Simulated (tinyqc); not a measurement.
Inside a calculation (part 2 of 3). Method: UHF in the sto-3g basis, for OH+, spin multiplicity 3. Computed by tinyqc, a small Python program that keeps every step (integrals from PySCF). Command: `OMP_NUM_THREADS=1 python tinyqc.py 20590 20591 out.jsonl` (the two numbers bound the seeds that draw the settings). One thread of a shared host (Intel(R) Xeon(R) Processor @ 2.60GHz), about 0.1 s of CPU time with the checks.

Geometry (angstrom):
```
atom        x        y        z
O     0.00000  0.00000  0.00000
H     0.00000  0.00000  0.85300
```

## Iteration 2: diagonalisation and new density

extrapolated F(alpha) (hartree):
```
            1O 1s     1O 2s    1O 2px    1O 2py    1O 2pz     2H 1s
1O 1s   -21.21913  -5.40845   0.00000   0.00000  -0.02590  -1.59571
1O 2s    -5.40845  -3.28176   0.00000   0.00000  -0.18987  -1.60223
1O 2px    0.00000   0.00000  -1.23246   0.00000   0.00000   0.00000
1O 2py    0.00000   0.00000   0.00000  -1.23246   0.00000   0.00000
1O 2pz   -0.02590  -0.18987   0.00000   0.00000  -1.22877  -0.88770
2H 1s    -1.59571  -1.60223   0.00000   0.00000  -0.88770  -1.25951
```

extrapolated F(beta) (hartree):
```
            1O 1s     1O 2s    1O 2px    1O 2py    1O 2pz     2H 1s
1O 1s   -21.16704  -5.33220   0.00000   0.00000  -0.02505  -1.57082
1O 2s    -5.33220  -2.91064   0.00000   0.00000  -0.17362  -1.47542
1O 2px    0.00000   0.00000  -0.29979   0.00000   0.00000   0.00000
1O 2py    0.00000   0.00000   0.00000  -0.29979   0.00000   0.00000
1O 2pz   -0.02505  -0.17362   0.00000   0.00000  -1.12513  -0.86610
2H 1s    -1.57082  -1.47542   0.00000   0.00000  -0.86610  -1.22757
```

X:
```
           1O 1s     1O 2s   1O 2px   1O 2py    1O 2pz     2H 1s
1O 1s    1.02342  -0.13768  0.00000  0.00000  -0.01146   0.02705
1O 2s   -0.13768   1.20666  0.00000  0.00000   0.14188  -0.41511
1O 2px   0.00000   0.00000  1.00000  0.00000   0.00000   0.00000
1O 2py   0.00000   0.00000  0.00000  1.00000   0.00000   0.00000
1O 2pz  -0.01146   0.14188  0.00000  0.00000   1.10897  -0.31974
2H 1s    0.02705  -0.41511  0.00000  0.00000  -0.31974   1.28850
```

Diagonalise F' = X^T F X, C = X C', fill 5 alpha and 3 beta electrons from the bottom; D(s) = C_occ C_occ^T. Each column has its largest component positive (the first on a tie).

F' = X^T F X (alpha) (hartree):
```
           1         2         3         4         5         6
1  -20.83983  -2.69540   0.00000   0.00000  -0.03832  -0.28863
2   -2.69540  -2.16199   0.00000   0.00000   0.05433  -0.69645
3    0.00000   0.00000  -1.23246   0.00000   0.00000   0.00000
4    0.00000   0.00000   0.00000  -1.23246   0.00000   0.00000
5   -0.03832   0.05433   0.00000   0.00000  -0.98707  -0.62428
6   -0.28863  -0.69645   0.00000   0.00000  -0.62428  -0.39205
```

orbital energies (alpha) (hartree): MO1 -21.22817, MO2 -2.06942, MO3 -1.26681, MO4 -1.23246, MO5 -1.23246, MO6 0.18345

coefficients C (alpha):
```
             MO1       MO2       MO3      MO4       MO5       MO6
1O 1s    0.99419  -0.24857   0.08930  0.00000   0.00000   0.09502
1O 2s    0.02601   0.93635  -0.44919  0.00000   0.00000  -0.76695
1O 2px   0.00000   0.00000   0.00000  0.10136   0.99485   0.00000
1O 2py   0.00000   0.00000   0.00000  0.99485  -0.10136   0.00000
1O 2pz   0.00499   0.20442   0.79779  0.00000   0.00000  -0.82099
2H 1s   -0.00845   0.10271   0.32636  0.00000   0.00000   1.34847
```

F' = X^T F X (beta) (hartree):
```
           1         2         3         4         5         6
1  -20.79924  -2.66883   0.00000   0.00000  -0.03948  -0.28823
2   -2.66883  -1.75960   0.00000   0.00000   0.09179  -0.68353
3    0.00000   0.00000  -0.29979   0.00000   0.00000   0.00000
4    0.00000   0.00000   0.00000  -0.29979   0.00000   0.00000
5   -0.03948   0.09179   0.00000   0.00000  -0.87067  -0.63109
6   -0.28823  -0.68353   0.00000   0.00000  -0.63109  -0.41357
```

orbital energies (beta) (hartree): MO1 -21.17325, MO2 -1.76055, MO3 -1.15350, MO4 -0.29979, MO5 -0.29979, MO6 0.24421

coefficients C (beta):
```
             MO1       MO2       MO3      MO4       MO5       MO6
1O 1s    0.99527  -0.22428   0.12108  0.00000   0.00000   0.10814
1O 2s    0.02136   0.81531  -0.57616  0.00000   0.00000  -0.81870
1O 2px   0.00000   0.00000   0.00000  0.01874   0.99982   0.00000
1O 2py   0.00000   0.00000   0.00000  0.99982  -0.01874   0.00000
1O 2pz   0.00428   0.25618   0.75819  0.00000   0.00000  -0.84369
2H 1s   -0.00700   0.23343   0.31689  0.00000   0.00000   1.33437
```

D(alpha) after iteration 2:
```
           1O 1s     1O 2s   1O 2px   1O 2py    1O 2pz     2H 1s
1O 1s    1.05819  -0.24701  0.00000  0.00000   0.02539  -0.00479
1O 2s   -0.24701   1.07920  0.00000  0.00000  -0.16682  -0.05064
1O 2px   0.00000   0.00000  1.00000  0.00000   0.00000   0.00000
1O 2py   0.00000   0.00000  0.00000  1.00000   0.00000   0.00000
1O 2pz   0.02539  -0.16682  0.00000  0.00000   0.67827   0.28132
2H 1s   -0.00479  -0.05064  0.00000  0.00000   0.28132   0.11713
```

D(beta) after iteration 2:
```
           1O 1s     1O 2s   1O 2px   1O 2py    1O 2pz     2H 1s
1O 1s    1.05552  -0.23136  0.00000  0.00000   0.03861  -0.02095
1O 2s   -0.23136   0.99715  0.00000  0.00000  -0.22788   0.00759
1O 2px   0.00000   0.00000  0.00000  0.00000   0.00000   0.00000
1O 2py   0.00000   0.00000  0.00000  0.00000   0.00000   0.00000
1O 2pz   0.03861  -0.22788  0.00000  0.00000   0.64050   0.30003
2H 1s   -0.02095   0.00759  0.00000  0.00000   0.30003   0.15495
```

Within a degenerate level the vectors are fixed only up to a rotation; this is one choice.

## Iteration 3: building the Fock matrix

core Hamiltonian H = T + V (hartree):
```
            1O 1s     1O 2s    1O 2px    1O 2py    1O 2pz     2H 1s
1O 1s   -32.23563  -7.49793   0.00000   0.00000  -0.01955  -2.20082
1O 2s    -7.49793  -8.84863   0.00000   0.00000  -0.21869  -4.18043
1O 2px    0.00000   0.00000  -7.00236   0.00000   0.00000   0.00000
1O 2py    0.00000   0.00000   0.00000  -7.00236   0.00000   0.00000
1O 2pz   -0.01955  -0.21869   0.00000   0.00000  -7.16149  -2.76736
2H 1s    -2.20082  -4.18043   0.00000   0.00000  -2.76736  -5.15811
```

Two-electron integrals (ij|kl) in chemists' order, unique and non-zero (hartree):
```
(11|11) 4.78507   (21|11) 0.74138   (21|21) 0.13687   (22|11) 1.11895
(22|21) 0.25663   (22|22) 0.81721   (31|31) 0.02448   (32|31) 0.03781
(32|32) 0.18052   (33|11) 1.11581   (33|21) 0.25668   (33|22) 0.81702
(33|33) 0.88016   (41|41) 0.02448   (42|41) 0.03781   (42|42) 0.18052
(43|43) 0.04744   (44|11) 1.11581   (44|21) 0.25668   (44|22) 0.81702
(44|33) 0.78527   (44|44) 0.88016   (51|51) 0.02448   (52|51) 0.03781
(52|52) 0.18052   (53|53) 0.04744   (54|54) 0.04744   (55|11) 1.11581
(55|21) 0.25668   (55|22) 0.81702   (55|33) 0.78527   (55|44) 0.78527
(55|55) 0.88016   (61|11) 0.22014   (61|21) 0.04024   (61|22) 0.07477
(61|33) 0.07463   (61|44) 0.07463   (61|51) 0.00181   (61|52) 0.00336
(61|55) 0.07504   (61|61) 0.01198   (62|11) 0.48093   (62|21) 0.11144
(62|22) 0.38660   (62|33) 0.38054   (62|44) 0.38054   (62|51) 0.00820
(62|52) 0.05987   (62|55) 0.39837   (62|61) 0.03326   (62|62) 0.21732
(63|31) 0.01231   (63|32) 0.06924   (63|53) 0.01276   (63|63) 0.03287
(64|41) 0.01231   (64|42) 0.06924   (64|54) 0.01276   (64|64) 0.03287
(65|11) 0.32202   (65|21) 0.07567   (65|22) 0.28053   (65|33) 0.26752
(65|44) 0.26752   (65|51) 0.01728   (65|52) 0.11117   (65|55) 0.30627
(65|61) 0.02369   (65|62) 0.19162   (65|65) 0.20024   (66|11) 0.58520
(66|21) 0.13777   (66|22) 0.54207   (66|33) 0.52012   (66|44) 0.52012
(66|51) 0.01442   (66|52) 0.13923   (66|55) 0.58534   (66|61) 0.04158
(66|62) 0.36571   (66|65) 0.36916   (66|66) 0.77461
```

nuclear repulsion = 4.9629750 hartree

J_ij = sum D_kl (ij|kl) with D = D(alpha) + D(beta), K_ij = sum D_kl (ik|jl) for each spin; F = H + J - K(s); E = tr D H + tr D J / 2 - 0.5 sum_s tr D(s) K(s) + E_nn.

Coulomb J (hartree):
```
           1O 1s    1O 2s   1O 2px   1O 2py    1O 2pz    2H 1s
1O 1s   15.91227  2.93465  0.00000  0.00000  -0.00349  0.86324
1O 2s    2.93465  6.96445  0.00000  0.00000   0.02415  3.25476
1O 2px   0.00000  0.00000  6.92633  0.00000   0.00000  0.00000
1O 2py   0.00000  0.00000  0.00000  6.92633   0.00000  0.00000
1O 2pz  -0.00349  0.02415  0.00000  0.00000   7.01783  2.35968
2H 1s    0.86324  3.25476  0.00000  0.00000   2.35968  4.54113
```

exchange K(alpha) (hartree):
```
          1O 1s     1O 2s   1O 2px   1O 2py    1O 2pz    2H 1s
1O 1s   4.90674   0.84776  0.00000  0.00000   0.00302  0.25912
1O 2s   0.84776   1.40238  0.00000  0.00000  -0.01078  0.66954
1O 2px  0.00000   0.00000  1.16572  0.00000   0.00000  0.00000
1O 2py  0.00000   0.00000  0.00000  1.16572   0.00000  0.00000
1O 2pz  0.00302  -0.01078  0.00000  0.00000   1.07827  0.46158
2H 1s   0.25912   0.66954  0.00000  0.00000   0.46158  0.63060
```

exchange K(beta) (hartree):
```
          1O 1s     1O 2s   1O 2px   1O 2py    1O 2pz    2H 1s
1O 1s   4.85418   0.77124  0.00000  0.00000   0.00211  0.23404
1O 2s   0.77124   1.02702  0.00000  0.00000  -0.03255  0.53969
1O 2px  0.00000   0.00000  0.23202  0.00000   0.00000  0.00000
1O 2py  0.00000   0.00000  0.00000  0.23202   0.00000  0.00000
1O 2pz  0.00211  -0.03255  0.00000  0.00000   0.96786  0.43716
2H 1s   0.23404   0.53969  0.00000  0.00000   0.43716  0.60206
```

F(alpha) (hartree):
```
            1O 1s     1O 2s    1O 2px    1O 2py    1O 2pz     2H 1s
1O 1s   -21.23009  -5.41105   0.00000   0.00000  -0.02606  -1.59671
1O 2s    -5.41105  -3.28656   0.00000   0.00000  -0.18376  -1.59521
1O 2px    0.00000   0.00000  -1.24176   0.00000   0.00000   0.00000
1O 2py    0.00000   0.00000   0.00000  -1.24176   0.00000   0.00000
1O 2pz   -0.02606  -0.18376   0.00000   0.00000  -1.22194  -0.86926
2H 1s    -1.59671  -1.59521   0.00000   0.00000  -0.86926  -1.24757
```

F(beta) (hartree):
```
            1O 1s     1O 2s    1O 2px    1O 2py    1O 2pz     2H 1s
1O 1s   -21.17754  -5.33453   0.00000   0.00000  -0.02515  -1.57162
1O 2s    -5.33453  -2.91121   0.00000   0.00000  -0.16199  -1.46536
1O 2px    0.00000   0.00000  -0.30805   0.00000   0.00000   0.00000
1O 2py    0.00000   0.00000   0.00000  -0.30805   0.00000   0.00000
1O 2pz   -0.02515  -0.16199   0.00000   0.00000  -1.11153  -0.84484
2H 1s    -1.57162  -1.46536   0.00000   0.00000  -0.84484  -1.21904
```

total energy of this density = -73.9833854 hartree

## Iteration 3: DIIS over 3 matrices

error matrix X^T (FDS - SDF) X (alpha):
```
          1         2        3        4         5         6
1   0.00000  -0.00012  0.00000  0.00000  -0.00026   0.00101
2   0.00012   0.00000  0.00000  0.00000   0.00079  -0.00731
3   0.00000   0.00000  0.00000  0.00000   0.00000   0.00000
4   0.00000   0.00000  0.00000  0.00000   0.00000   0.00000
5   0.00026  -0.00079  0.00000  0.00000   0.00000  -0.00934
6  -0.00101   0.00731  0.00000  0.00000   0.00934   0.00000
```

B (overlaps of the stored error matrices):
```
                1               2               3
1   1.0964636e+00   2.4095516e-01  -1.2695808e-02
2   2.4095516e-01   5.5786272e-02  -2.6624634e-03
3  -1.2695808e-02  -2.6624634e-03   2.9345386e-04
```

Minimise |sum c_i e_i|^2 with sum c_i = 1: solve [B -1; -1 0][c; lambda] = [0; -1] with B_ij = tr e_i^T e_j summed over both spins, and take F = sum c_i F_i.

DIIS coefficients: 0.01278  -0.00528  0.99250

extrapolated F(alpha) (hartree):
```
            1O 1s     1O 2s    1O 2px    1O 2py    1O 2pz     2H 1s
1O 1s   -21.22439  -5.40991   0.00000   0.00000  -0.02594  -1.59638
1O 2s    -5.40991  -3.28428   0.00000   0.00000  -0.18421  -1.59373
1O 2px    0.00000   0.00000  -1.23932   0.00000   0.00000   0.00000
1O 2py    0.00000   0.00000   0.00000  -1.23932   0.00000   0.00000
1O 2pz   -0.02594  -0.18421   0.00000   0.00000  -1.22044  -0.86765
2H 1s    -1.59638  -1.59373   0.00000   0.00000  -0.86765  -1.24567
```

extrapolated F(beta) (hartree):
```
            1O 1s     1O 2s    1O 2px    1O 2py    1O 2pz     2H 1s
1O 1s   -21.17188  -5.33340   0.00000   0.00000  -0.02503  -1.57130
1O 2s    -5.33340  -2.90908   0.00000   0.00000  -0.16267  -1.46376
1O 2px    0.00000   0.00000  -0.30568   0.00000   0.00000   0.00000
1O 2py    0.00000   0.00000   0.00000  -0.30568   0.00000   0.00000
1O 2pz   -0.02503  -0.16267   0.00000   0.00000  -1.11019  -0.84320
2H 1s    -1.57130  -1.46376   0.00000   0.00000  -0.84320  -1.21672
```

## Iteration 3: diagonalisation and new density

As before.

F' = X^T F X (alpha) (hartree):
```
           1         2         3         4         5         6
1  -20.84506  -2.69522   0.00000   0.00000  -0.03826  -0.29044
2   -2.69522  -2.17174   0.00000   0.00000   0.05083  -0.68447
3    0.00000   0.00000  -1.23932   0.00000   0.00000   0.00000
4    0.00000   0.00000   0.00000  -1.23932   0.00000   0.00000
5   -0.03826   0.05083   0.00000   0.00000  -0.98868  -0.60225
6   -0.29044  -0.68447   0.00000   0.00000  -0.60225  -0.39279
```

orbital energies (alpha) (hartree): MO1 -21.23344, MO2 -2.06631, MO3 -1.25649, MO4 -1.23932, MO5 -1.23932, MO6 0.15798

coefficients C (alpha):
```
             MO1       MO2       MO3      MO4       MO5       MO6
1O 1s    0.99419  -0.25030   0.08523  0.00000   0.00000   0.09427
1O 2s    0.02602   0.94642  -0.43165  0.00000   0.00000  -0.76466
1O 2px   0.00000   0.00000   0.00000  0.37930   0.92527   0.00000
1O 2py   0.00000   0.00000   0.00000  0.92527  -0.37930   0.00000
1O 2pz   0.00499   0.19692   0.80497  0.00000   0.00000  -0.81579
2H 1s   -0.00846   0.09146   0.32065  0.00000   0.00000   1.35065
```

F' = X^T F X (beta) (hartree):
```
           1         2         3         4         5         6
1  -20.80402  -2.66897   0.00000   0.00000  -0.04010  -0.29017
2   -2.66897  -1.76552   0.00000   0.00000   0.09397  -0.66832
3    0.00000   0.00000  -0.30568   0.00000   0.00000   0.00000
4    0.00000   0.00000   0.00000  -0.30568   0.00000   0.00000
5   -0.04010   0.09397   0.00000   0.00000  -0.86500  -0.60775
6   -0.29017  -0.66832   0.00000   0.00000  -0.60775  -0.42219
```

orbital energies (beta) (hartree): MO1 -21.17808, MO2 -1.74634, MO3 -1.14566, MO4 -0.30568, MO5 -0.30568, MO6 0.21335

coefficients C (beta):
```
             MO1       MO2       MO3      MO4       MO5       MO6
1O 1s    0.99527  -0.22746   0.11536  0.00000   0.00000   0.10775
1O 2s    0.02137   0.83103  -0.55544  0.00000   0.00000  -0.81722
1O 2px   0.00000   0.00000   0.00000  0.99924  -0.03890   0.00000
1O 2py   0.00000   0.00000   0.00000  0.03890   0.99924   0.00000
1O 2pz   0.00428   0.23798   0.76416  0.00000   0.00000  -0.84363
2H 1s   -0.00701   0.22322   0.32328  0.00000   0.00000   1.33459
```

D(alpha) after iteration 3:
```
           1O 1s     1O 2s   1O 2px   1O 2py    1O 2pz     2H 1s
1O 1s    1.05833  -0.24781  0.00000  0.00000   0.02428  -0.00397
1O 2s   -0.24781   1.08271  0.00000  0.00000  -0.16096  -0.05207
1O 2px   0.00000   0.00000  1.00000  0.00000   0.00000   0.00000
1O 2py   0.00000   0.00000  0.00000  1.00000   0.00000   0.00000
1O 2pz   0.02428  -0.16096  0.00000  0.00000   0.68679   0.27608
2H 1s   -0.00397  -0.05207  0.00000  0.00000   0.27608   0.11125
```

D(beta) after iteration 3:
```
           1O 1s     1O 2s   1O 2px   1O 2py    1O 2pz     2H 1s
1O 1s    1.05560  -0.23183  0.00000  0.00000   0.03828  -0.02045
1O 2s   -0.23183   0.99957  0.00000  0.00000  -0.22658   0.00579
1O 2px   0.00000   0.00000  0.00000  0.00000   0.00000   0.00000
1O 2py   0.00000   0.00000  0.00000  0.00000   0.00000   0.00000
1O 2pz   0.03828  -0.22658  0.00000  0.00000   0.64060   0.30013
2H 1s   -0.02045   0.00579  0.00000  0.00000   0.30013   0.15438
```

Within a degenerate level the vectors are fixed only up to a rotation; this is one choice.

## Iteration 8 (converged): orbitals

converged F(alpha) (hartree):
```
            1O 1s     1O 2s    1O 2px    1O 2py    1O 2pz     2H 1s
1O 1s   -21.22531  -5.41028   0.00000   0.00000  -0.02589  -1.59648
1O 2s    -5.41028  -3.28574   0.00000   0.00000  -0.18532  -1.59356
1O 2px    0.00000   0.00000  -1.23986   0.00000   0.00000   0.00000
1O 2py    0.00000   0.00000   0.00000  -1.23986   0.00000   0.00000
1O 2pz   -0.02589  -0.18532   0.00000   0.00000  -1.22482  -0.86748
2H 1s    -1.59648  -1.59356   0.00000   0.00000  -0.86748  -1.24148
```

converged F(beta) (hartree):
```
            1O 1s     1O 2s    1O 2px    1O 2py    1O 2pz     2H 1s
1O 1s   -21.17223  -5.33320   0.00000   0.00000  -0.02503  -1.57124
1O 2s    -5.33320  -2.90843   0.00000   0.00000  -0.16190  -1.46460
1O 2px    0.00000   0.00000  -0.30546   0.00000   0.00000   0.00000
1O 2py    0.00000   0.00000   0.00000  -0.30546   0.00000   0.00000
1O 2pz   -0.02503  -0.16190   0.00000   0.00000  -1.10661  -0.84537
2H 1s    -1.57124  -1.46460   0.00000   0.00000  -0.84537  -1.22188
```

As before.

F' = X^T F X (alpha) (hartree):
```
           1         2         3         4         5         6
1  -20.84596  -2.69524   0.00000   0.00000  -0.03798  -0.29051
2   -2.69524  -2.17371   0.00000   0.00000   0.04878  -0.68496
3    0.00000   0.00000  -1.23986   0.00000   0.00000   0.00000
4    0.00000   0.00000   0.00000  -1.23986   0.00000   0.00000
5   -0.03798   0.04878   0.00000   0.00000  -0.99415  -0.60147
6   -0.29051  -0.68496   0.00000   0.00000  -0.60147  -0.38714
```

orbital energies (alpha) (hartree): MO1 -21.23437, MO2 -2.06803, MO3 -1.25835, MO4 -1.23986, MO5 -1.23986, MO6 0.15979

coefficients C (alpha):
```
             MO1       MO2       MO3      MO4       MO5       MO6
1O 1s    0.99419  -0.25038   0.08515  0.00000   0.00000   0.09415
1O 2s    0.02603   0.94724  -0.43005  0.00000   0.00000  -0.76455
1O 2px   0.00000   0.00000   0.00000  0.91302  -0.40792   0.00000
1O 2py   0.00000   0.00000   0.00000  0.40792   0.91302   0.00000
1O 2pz   0.00499   0.19892   0.80739  0.00000   0.00000  -0.81291
2H 1s   -0.00846   0.08962   0.31627  0.00000   0.00000   1.35180
```

F' = X^T F X (beta) (hartree):
```
           1         2         3         4         5         6
1  -20.80442  -2.66888   0.00000   0.00000  -0.04032  -0.29006
2   -2.66888  -1.76411   0.00000   0.00000   0.09647  -0.66851
3    0.00000   0.00000  -0.30546   0.00000   0.00000   0.00000
4    0.00000   0.00000   0.00000  -0.30546   0.00000   0.00000
5   -0.04032   0.09647   0.00000   0.00000  -0.85926  -0.61090
6   -0.29006  -0.66851   0.00000   0.00000  -0.61090  -0.42739
```

orbital energies (beta) (hartree): MO1 -21.17842, MO2 -1.74630, MO3 -1.14538, MO4 -0.30546, MO5 -0.30546, MO6 0.21492

coefficients C (beta):
```
             MO1       MO2       MO3       MO4      MO5       MO6
1O 1s    0.99527  -0.22715   0.11586   0.00000  0.00000   0.10781
1O 2s    0.02134   0.82896  -0.55889   0.00000  0.00000  -0.81696
1O 2px   0.00000   0.00000   0.00000  -0.21643  0.97630   0.00000
1O 2py   0.00000   0.00000   0.00000   0.97630  0.21643   0.00000
1O 2pz   0.00427   0.23642   0.76086   0.00000  0.00000  -0.84705
2H 1s   -0.00700   0.22634   0.32824   0.00000  0.00000   1.33285
```

D(alpha) after iteration 8:
```
           1O 1s     1O 2s   1O 2px   1O 2py    1O 2pz     2H 1s
1O 1s    1.05835  -0.24791  0.00000  0.00000   0.02391  -0.00392
1O 2s   -0.24791   1.08289  0.00000  0.00000  -0.15867  -0.05134
1O 2px   0.00000   0.00000  1.00000  0.00000   0.00000   0.00000
1O 2py   0.00000   0.00000  0.00000  1.00000   0.00000   0.00000
1O 2pz   0.02391  -0.15867  0.00000  0.00000   0.69148   0.27314
2H 1s   -0.00392  -0.05134  0.00000  0.00000   0.27314   0.10813
```

D(beta) after iteration 8:
```
           1O 1s     1O 2s   1O 2px   1O 2py    1O 2pz     2H 1s
1O 1s    1.05559  -0.23181  0.00000  0.00000   0.03870  -0.02035
1O 2s   -0.23181   0.99999  0.00000  0.00000  -0.22916   0.00403
1O 2px   0.00000   0.00000  0.00000  0.00000   0.00000   0.00000
1O 2py   0.00000   0.00000  0.00000  0.00000   0.00000   0.00000
1O 2pz   0.03870  -0.22916  0.00000  0.00000   0.63481   0.30322
2H 1s   -0.02035   0.00403  0.00000  0.00000   0.30322   0.15902
```

Within a degenerate level the vectors are fixed only up to a rotation; this is one choice.
